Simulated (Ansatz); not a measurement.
Born–Oppenheimer molecular dynamics of BClFH (4 atoms, charge 0, multiplicity 1). It starts from a relaxed structure.

These are results of RKS revPBE-D4/def2-SVP in Ansatz 0.2.0, not measurements.

* ensemble: NVT, Nosé–Hoover chain
* time step: 0.5 fs
* steps asked: 500
* set temperature: 2000 K
* thermostat: time constant 100 fs, chain length 3 (defaults)
* masses: H 3.016 u
* seed: 885475

First frame:

```xyz
4
Properties=species:S:1:pos:R:3
B -0.022 0.000 -0.017
F -0.035 0.000 1.312
H 1.032 0.000 -0.617
Cl -1.555 0.000 -0.883
```

What does the run give?

All steps were run.

```json
{"steps done": "500", "time covered": "250 fs", "mean temperature over the second half": "2221 K", "spread of the potential energy over the second half": "82.4 meV per atom", "mean potential energy of the second half above the start": "155.3 meV per atom"}
```

The conserved energy stayed within 0.73 meV per atom of its start (net change 0.57 meV per atom), so the integration is sound. The mean temperature of the second half is 11 % above the set value. A run of 0.25 ps of so small a system gives no equilibrium averages.

What happens to the structure?

The same pairs are bonded in the first frame and the last. Pairs count as bonded within 1.25 times the sum of covalent radii (0.12 Å more for H–H). This is one draw of velocities; another would differ in detail.

How do temperature and energy run in time?


```
time (fs)  T (K)  potential energy less start (eV)  conserved less start (meV/atom)
        0   2000                             0.000                             0.00
     12.5    118                             0.488                             0.12
       25   1856                             0.044                             0.00
     37.5    475                             0.412                             0.07
       50   1730                             0.102                             0.02
     62.5    414                             0.467                             0.11
       75   1158                             0.294                             0.16
     87.5    494                             0.513                             0.18
      100   1041                             0.408                             0.23
    112.5    530                             0.612                             0.23
      125   1561                             0.400                             0.14
    137.5   1232                             0.591                             0.26
      150   2928                             0.212                            -0.15
    162.5   2711                             0.384                             0.14
      175   3062                             0.345                             0.16
    187.5   3417                             0.365                             0.04
      200   1601                             0.881                             0.46
    212.5   2756                             0.653                             0.26
      225   1482                             1.012                             0.50
    237.5   2427                             0.801                             0.58
      250   1138                             1.141                             0.57
```

Time of the run: 9.5 min on 1 thread of Intel(R) Xeon(R) Platinum 8259CL CPU @ 2.50GHz (Skylake/Cascade Lake), on a shared host, peak memory 0.11 GiB.
